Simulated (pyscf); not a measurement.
## Multi-bond step: H₃C–CH₂–ZnH (SMILES C[CH2][ZnH]) → H₂C=CH₂ (SMILES C=C) + Zn (SMILES [Zn]) [singlet] + H₂ (SMILES [H][H])

Gas phase, singlet surface, charge 0. Bonds broken: C1–H9, C2–Zn3, Zn3–H4. Bonds formed: H4–H9. Structures and frequencies: ωB97X-D3(BJ)/def2-SVP in PySCF.

Transition state (Å):

```xyz
9

C     -1.1059     0.7079     0.1255
C      0.2146     0.2125     0.2303
Zn    -0.0207    -1.3723    -1.2882
H     -1.7791    -0.8639    -1.5643
H     -1.8233     0.4767     0.9223
H     -1.2756     1.6586    -0.3946
H      0.4961    -0.3730     1.1125
H      1.0388     0.7975    -0.1926
H     -1.7891    -0.1458    -0.9247
```

One imaginary mode, 957i cm⁻¹; descent along it reached the two sides named, in the forms told below.

```csv
bond,change,reactant side (Å),saddle,product side
C1–H9,breaks,1.104,1.516,2.9
C2–Zn3,breaks,1.953,2.207,3.2
Zn3–H4,breaks,1.550,1.851,3.8
H4–H9,forms,4.1,0.962,0.762
```

Electronic energies relative to the reactant's lowest minimum found (eV):

```
level                   barrier  reaction energy  reverse barrier
----------------------  -------  ---------------  ---------------
ωB97X-D3(BJ)/def2-TZVP     2.51            +1.37             1.14
PBE/def2-TZVP              1.77            +1.05             0.72
r²SCAN/def2-TZVP           1.97            +1.28             0.69
B3LYP-D3(BJ)/def2-TZVP     1.96            +0.83             1.13
PBE0-D3(BJ)/def2-TZVP      2.08            +1.27             0.80
M06-2X/def2-TZVP           2.11            +0.89             1.22
ωB97M-D3(BJ)/def2-TZVP     2.35            +1.07             1.28
HF/def2-TZVP               3.04            +0.55             2.49
```

With ωB97M-D3(BJ)/def2-TZVP energies and thermal terms (ideal gas, 1 atm, RRHO with modes under 100 cm⁻¹ raised to 100, one conformer, R ln 2 for chiral ones without a mode under 150 cm⁻¹), in eV:

| T (K) | ΔH‡ | ΔG‡ | ΔH | ΔG |
|---|---|---|---|---|
| 298 | 2.19 | 2.21 | +0.91 | +0.25 |
| 600 | 2.18 | 2.24 | +0.93 | -0.43 |
| 900 | 2.18 | 2.27 | +0.92 | -1.10 |
| 1200 | 2.17 | 2.30 | +0.88 | -1.77 |

On the reactant side the descent ends in a point that may be a rotor saddle (no frequency run), 0.11 eV over the lowest minimum found and 2.40 eV under the saddle at ωB97X-D3(BJ)/def2-TZVP. This saddle turned up in a search for another step; its sides and bond changes are read from the two ends of the descent. This is the saddle that the search found; another between the same sides may lie lower. Elements up to Kr have no core potential and no relativistic terms here.
